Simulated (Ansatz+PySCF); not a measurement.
Values are calculated unless marked as measured or tabulated.
Input for Ansatz (development build ahead of 0.2.0):

```yaml
crystal:
  periodic: [false, false, false]
  atoms:
    - { symbol: Li, position_ang: [0.0, 0.0, -0.37949] }
    - { symbol: H, position_ang: [0.0, 0.0, 1.13846] }
basis:
  gaussian: { orbitals: "6-31G" }
hamiltonian:
  xc: pbe0
scf:
  omitted_lower_state_checks: [stability, starts, atomic_configurations, cluster_reference, orbital_swaps, given_window_search, neighbouring_geometries, increment]
output:
  forces: true
```

The input is written out in the form of the current development build from the run's settings.

The run gave:

```json
{
 "Converged": "yes",
 "Total energy": "-8.04325 hartree",
 "Spin squared of the determinant": "0.000"
}
```

Forces (eV/Å):
```tsv
atom	Fx	Fy	Fz
Li1	0.000	0.000	-0.876
H2	0.000	0.000	0.876
```
